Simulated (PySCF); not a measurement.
All values below come from PySCF with BP86-D3(BJ)/def2-TZVP // BP86-D3(BJ)/def2-SVP. Gas-phase values, no solvent. 

Reference species (SMILES): `[OH]` (neutral, multiplicity 2).

| Item | Value |
|---|---|
| dipole moment | 1.74 D |
| highest occupied spin orbital | -7.30 eV |

Changed species: `C[O]` (free radical OCH3; the reference has free radical OH).

**Question.** Predict the effect on the dipole moment and highest occupied spin orbital.

**Answer.** the dipole moment rises by 0.40 D, to 2.14 D; the highest occupied spin orbital increases by 1.20 eV, to -6.10 eV.
